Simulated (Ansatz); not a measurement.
We consider fcc Pt, described by RPBE in Ansatz (plane waves, PAW).

Numerical settings: plane-wave cutoff 520 eV, 24×24×24 k mesh, Fermi–Dirac smearing 0.05 eV, scalar-relativistic PAW data made under PBE.

Energies at three volumes about the minimum:

```csv
V (Å³/atom),E − E_lowest (meV/atom)
15.590,4.96
15.908,0.00
16.226,4.20
```

### Question
Fit a parabola by hand: where is the minimum, what lattice constant follows, and what is the bulk modulus?

### Answer
Slopes: (0.00 − 4.96)/(15.908 − 15.590) = -15.597 and (4.20 − 0.00)/(16.226 − 15.908) = 13.208 meV/Å³. Curvature E″ = 2 × (13.208 − (-15.597))/(16.226 − 15.590) = 90.582 meV/Å⁶. From the middle of the first interval, the slope vanishes at V0 = 15.7490 − (-15.597)/90.582 = 15.921 Å³/atom. B = V0 E″ = 15.921 × 90.582 meV/Å³ × 0.1602 GPa per meV/Å³ = 231 GPa. With 4 atoms in the cube, a = (4 × 15.921)^(1/3) = 3.993 Å. The full Birch–Murnaghan fit to all volumes gives V0 = 15.914 Å³/atom and B0 = 230 GPa.

Measured, for comparison: bulk modulus 289 GPa (corrected for temperature and zero-point phonon effects; as tabulated in Levämäki et al. (2014), arXiv:1402.3671); lattice constant a 3.913 Å (static lattice: zero-point anharmonic expansion removed; as tabulated in Mejia-Rodriguez and Trickey (2018), arXiv:1807.09216). Computed (rounded) less measured: bulk modulus -20 %.

Ansatz is a quantum-chemistry and plane-wave program.
